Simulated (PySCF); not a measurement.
## Orbital energies, ionisation energy and electron affinity

Compound: silicon dioxide, SiO2.
Z-matrix (Å and degrees, PBE0-D3(BJ)/def2-TZVP geometry), rows numbered from 1:
```
O 
Si  1  1.5060
O   2  1.5061  1  179.87
```

Level: wB97X-D/aug-cc-pVTZ (PySCF). Frontier orbitals with their largest atomic shares (Löwdin; up to four atoms above 4 %):

```
orbital  ε (eV)                  main atoms
 HOMO−3  -13.05  O1 39 %, O3 38 %, Si2 23 %
 HOMO−2  -13.05  O1 39 %, O3 38 %, Si2 23 %
 HOMO−1  -11.88                           ?
   HOMO  -11.88                           ?
   LUMO   -1.67  Si2 62 %, O3 19 %, O1 19 %
 LUMO+1    0.84  Si2 71 %, O1 15 %, O3 15 %
 LUMO+2    0.84  Si2 71 %, O1 15 %, O3 15 %
```

What vertical ionisation energy does ΔSCF give, and how far is −ε(HOMO) from it?

ΔSCF: 12.62 eV (1218 kJ/mol; threshold wavelength 98.2 nm); ⟨S²⟩ of the doublet left behind is 0.797, against 0.75 for a pure doublet. −ε(HOMO) is 11.88 eV, 0.74 eV below it. In exact Kohn–Sham theory the two would be equal; wB97X-D (range-separated hybrid) falls short of its own ΔSCF value by 6 %.

On which atoms does the HOMO lie?

HOMO: O3 43 %, O1 43 %, Si2 14 %; HOMO−1: O3 43 %, O1 43 %, Si2 14 %. These 2 orbitals lie within 0.02 eV of one another; within a degenerate set any mixture serves as well, and the shares of a single orbital can change with the mixture. The HOMO−2 lies 1.17 eV lower.

And the vertical electron affinity, the fundamental gap, Mulliken's electronegativity and the hardness (with the factor ½)?

EA = 1.38 eV by ΔSCF (−ε(LUMO) = 1.67 eV). IE − EA = 11.24 eV against an orbital gap of 10.21 eV; (IE + EA)/2 = 7.00 eV; (IE − EA)/2 = 5.62 eV.

What kinetic energy would electrons from this vertical process carry with Lyman-α light (10.199 eV)?

The photon is 2.42 eV short of the vertical value.

How many of the 10 lowest singlet excitations (vertical TDDFT, same level) lie below the ionisation energy?

All 10; they run from 4.57 to 8.39 eV.

Geometry: PBE0-D3(BJ)/def2-TZVP; no solvent, vibrations or thermal averaging.
